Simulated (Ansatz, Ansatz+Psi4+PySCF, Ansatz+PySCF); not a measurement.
```xyz
7

C     0.0000   -0.1181   -1.0689
C     0.0000    0.3085    0.3116
O     0.0000   -0.7366    1.1851
H     0.0000   -0.3481    2.0716
H     0.0000   -1.1672   -1.3295
H     0.0000    0.6423   -1.8358
O     0.0000    1.4192    0.6658
```

Basis set: cc-pVTZ (spherical functions). Correlated methods keep 4 orbitals frozen. Correlation on ROHF uses semicanonical orbitals with singles. Charge 0, multiplicity 2.

Computed with Ansatz (development build ahead of 0.2.0); each method stands on the lowest determinant of its kind that the runs found.

(1) Give the atomization energy at this shape (free ground-state atoms in the same class of orbitals less the molecule, no zero-point energy) of doublet C2H3O2 by ROHF-MP2, UHF-MP2.

Results:

(1)

| method | atomization energy |
| --- | --- |
| ROHF-MP2 | 2906.9 kJ/mol |
| UHF-MP2 | 2902.1 kJ/mol |
